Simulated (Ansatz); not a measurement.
Basis sets over 5 cases of the uncorrected interaction energy at MP2 with Ansatz (elements up to F), each against its own reference: (a) the counterpoise-corrected one, Hartree-Fock in aug-cc-pV5Z plus the correlation part extrapolated as X^-3 from aug-cc-pVQZ and aug-cc-pV5Z; (b) the counterpoise-corrected one, Hartree-Fock in aug-cc-pVQZ plus the correlation part extrapolated as X^-3 from aug-cc-pVTZ and aug-cc-pVQZ. By their distance from other large sets or by the extrapolation step the references are unsure by up to roughly 0.02 kcal/mol. Rigid monomers at fixed geometries; electronic energies; frozen cores; no added dispersion term; no relativity. Cartesian d functions in some cases of 6-31G*. 

Cases are drawn at random; left out are references unsure by over 0.033 kcal/mol, doubtful singlets, and cases whose largest runs show a restricted determinant unstable towards unrestricted orbitals, <S^2> over 0.1 too high or, where CCSD(T) ran, T1 over 0.025 (0.045 for open shells). Sets are drawn from those converged to one state in every case.

Cases (SMILES) and reference values:
- F (HF) with F (HF): -4.47 kcal/mol (a)
- C (CH4) with F (HF): -1.62 kcal/mol (b)
- F (HF) with N#N (N2): -2.45 kcal/mol (b)
- C#N (CH-N) with [H][H] (H2): -0.56 kcal/mol (b)
- F (HF) with [H][H] (H2): -1.03 kcal/mol (a)

```
basis              functions over def2-SVP (largest species, mean of cases)  mean signed deviation (kcal/mol)  mean absolute  largest  within 0.1 kcal/mol
-----------------  --------------------------------------------------------  --------------------------------  -------------  -------  -------------------
pcseg-0                                                                 0.6                             -1.00           1.95     5.72               0 of 5
6-31G                                                                   0.6                             -0.57           1.43     3.17               0 of 5
def2-SV(P)                                                              0.8                             -0.57           0.91     2.70               1 of 5
6-31G*                                                                  0.8                             -0.29           0.98     2.84               1 of 5
cc-pVDZ                                                                 1.0                             -0.78           0.89     2.53               0 of 5
def2-SVP                                                                1.0                             -0.61           0.77     2.47               1 of 5
6-311G**                                                                1.3                             -0.42           0.58     1.76               1 of 5
def2-SVPD                                                               1.6                             -0.82           0.82     1.49               0 of 5
cc-pVTZ                                                                 2.4                             -0.39           0.39     1.02               2 of 5
def2-TZVPD                                                              2.4                              0.05           0.10     0.23               3 of 5
def2-TZVPPD                                                             3.0                             -0.07           0.07     0.21               4 of 5
6-311++G(3df,3pd)                                                       3.1                             -0.40           0.40     0.89               1 of 5
def2-QZVPP                                                              4.7                             -0.08           0.10     0.23               3 of 5
def2-QZVP                                                               4.7                             -0.08           0.10     0.23               3 of 5
```

Of the sets for which every case ran a larger relative (same family, alike in diffuse functions), none listed holds all cases within 0.1 kcal/mol together with them. A case lies within its reference's uncertainty of the window's edge in def2-SV(P), cc-pVTZ, def2-TZVPD. These figures hold for the cases listed.

Ansatz is a quantum-chemistry and plane-wave program.
